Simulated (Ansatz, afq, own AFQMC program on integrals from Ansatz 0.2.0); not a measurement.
Where AFQMC and coupled cluster stand for Si2, singlet

```yaml
atoms:
  - { symbol: Si, position_ang: [0.0000, 0.0000, 0.0000] }
  - { symbol: Si, position_ang: [0.0000, 0.0000, 2.2861] }
```

Basis 6-31G. Only valence electrons are correlated. Integrals, coupled cluster, full CI and functionals: Ansatz 0.2.0; the random walks run on the same integrals in our own AFQMC program. ph-AFQMC/CISD is guided by a CISD state made of CCSD amplitudes; releasing the constraint for a short imaginary time cuts its bias at the price of noise, slowly where states lie close. Error bars are statistical, one sigma.

Determinant: RHF, the one that the program's search chose, which needn't be the lowest solution. The geometry is a point of a scan.

Full CI on the same integrals is exact in this basis and with this determinant's frozen core.

Cautions: higher spins were not checked; restricted determinant unstable towards unrestricted (UHF 2.10 eV lower, ⟨S²⟩ 1.63); the search met a lower determinant of the same kind, perhaps of another symmetry (1.24 eV lower), and this one is a saddle point; strong correlation (T1 0.034, weight of the determinant 0.76, largest double 0.20); CCSD(T) is in doubt: in a space of 8 electrons in 8 natural orbitals full CI lies 95 meV below it; the released energies are still falling, so no released level is given (meV from the phaseless value at times in 1/Eh: -19 ± 4 at 0.24, -40 ± 3 at 0.51, -62 ± 3 at 0.99, -89 ± 3 at 1.62, -108 ± 3 at 2.40); CCSDTQ on the UHF determinant differs (634 meV lower), perhaps since the unrestricted series falls towards higher spin.

- T1 diagnostic: 0.0344
- weight of the determinant in the CISD state: 0.761
- size of the correlated space: 8 electrons in 16 orbitals

Reference: full CI, correlation energy -4.428 eV.

```csv
level,E − E(reference) (kJ/mol),share of correlation (%)
HF,427.3,0.00
MP2,69.0,83.84
CCSD,34.5,91.92
CCSD(T),11.4,97.34
CCSDT,9.3,97.82
CCSDT(Q),0.1,99.97
CCSDTQ,1.2,99.72
ph-AFQMC/HF,56.8 ± 2.1,86.70
ph-AFQMC/CISD,15.9 ± 0.4,96.27
```

CCSDT and higher add their correlation energy to the determinant of the CCSD(T) run, since their own runs factorise the integrals more tightly (a shift of under 2 meV). A walk keeps the symmetry of its determinant, which the program's search chose and which needn't be the lowest solution, so a lower state of the same spin and another symmetry isn't excluded.
